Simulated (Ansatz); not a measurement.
# [OH···H···H], doublet: transfer scan

Starting geometry:

```xyz
4

O    -0.1530   -0.0491    0.0000
H    -0.4023    0.8775    0.0000
H     0.8065   -0.0491    0.0000
H     2.0240   -0.0491    0.0000
```

From there H3 is moved from one fragment to the other while all else, the fragments' distance too, stays fixed; atoms are numbered as listed. Energies are in kcal/mol, counted from the starting geometry at the same level. Kohn–Sham curves are unrestricted where that lies lower.

Basis cc-pVDZ; Ansatz 0.2.0. Correlated methods freeze the noble-gas cores. Prefix R: restricted or restricted open-shell reference; prefix U: unrestricted.

In so small a basis the reference is far from its limit while semilocal and hybrid functionals are nearer theirs (RPA and double hybrids share much of the reference's basis error), so the functionals' errors here hold much of the reference's basis and frozen-core error, which can add to them or hide them.

Full CI isn't at hand for all of this; UCCSDTQ serves as the reference, and is uncertain by about the last step of the cluster series.

| distance O1-H3 (Å) | UCCSDTQ | PBE | r2SCAN | B97M-V | PBE0 | B3LYP | wB97M-V | B2PLYP | RPA-PBE |
| --- | --- | --- | --- | --- | --- | --- | --- | --- | --- |
| 0.960 | 0.0 | 0.0 | 0.0 | 0.0 | 0.0 | 0.0 | 0.0 | 0.0 | 0.0 |
| 1.027 | 1.5 | -0.7 | -0.1 | 0.0 | 0.6 | 0.0 | 0.7 | 0.8 | 0.4 |
| 1.162 | 9.1 | 3.3 | 4.9 | 4.2 | 6.4 | 4.4 | 6.7 | 7.3 | 5.1 |
| 1.297 | 12.4 | 7.0 | 8.4 | 6.9 | 9.8 | 7.0 | 9.8 | 10.8 | 7.2 |
| 1.432 | 12.4 | 11.7 | 11.4 | 8.8 | 12.2 | 9.2 | 11.4 | 12.0 | 8.3 |
